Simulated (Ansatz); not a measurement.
Point defect: C interstitial in Si

All numbers below come from Ansatz 0.2.0, DFT PBE, scalar-relativistic, plane waves, PAW. (420 eV cutoff, 2×2×2 k-mesh, shifted by half a step, Gaussian smearing of 0.01 eV, collinear spin in charge +1 alone)

Host crystal, relaxed:

```xyz
2
Lattice="0.0000 2.7350 2.7350 2.7350 0.0000 2.7350 2.7350 2.7350 0.0000" Properties=species:S:1:pos:R:3 pbc="T T T"
Si    4.1026    4.1026    4.1026
Si    2.7350    2.7350    2.7350
```

Supercell of 32 atoms, rows in host cell vectors: -1 -1 3; 3 -1 -1; -1 3 -1. Atoms relax at the host's cell from a start displaced at random by 0.06 Å near the defect, so other minima may exist. The cell is small, so energies carry finite-size errors of tenths of an eV. The host's Kohn–Sham gap is 0.61 eV. Atoms are taken from and returned to the elements' standard states. Charged cells are corrected for image charges with the computed static dielectric tensor (mean 13.0) and aligned with the host's potential at far atoms (alignment terms reach 0.09 eV; the program doubts the alignment in some charges, where it is up to 0.09 eV). No band-filling term is added, and the Fermi level counts from the host's valence band top.

Defect: C interstitial set at (0.000, 0.000, 0.000) of the host cell. In charges +1, 0 some atom moved by up to 1.7 Å, so the relaxed defect can differ in kind from the start. Before relaxation its nearest neighbours are 4 Si at 2.37 Å, 6 Si at 2.73 Å.

| charge | E_f at the valence band top (eV) | over the neutral state (eV) | moment (μB) | largest move (Å) | atoms near the site |
| --- | --- | --- | --- | --- | --- |
| +1 | 3.48 | 0.02 | 0.50 | 1.72 | 1 Si at 1.77 Å, 2 Si at 1.85 Å |
| 0 | 3.46 | 0.00 | 0.00 | 1.66 | 1 Si at 1.75 Å, 2 Si at 1.82 Å |

Among the charges computed the stable one is 0 at the valence band top and stays so across the gap. In charge +1 the extra carrier would gain by moving to a band edge of the host, so it isn't bound in the gap, though by less than the errors named above. In charge +1 the cell has partly filled bands: a level of the defect may be part filled, the carrier may sit in the host's bands, or levels may cross between the k points, so transitions that involve it are doubtful. Without the alignment that the program doubts, the level (+1/0) would lie at 0.07 eV, inside the gap, so these runs don't decide whether the defect changes charge there. Other sites of the defect weren't tried. Fractional moments come from partly filled bands of the small cell.

Cost: 3 runs of about 20 core-minutes in all, on Intel Xeon Platinum 8259CL (Skylake/Cascade Lake) (shared hosts).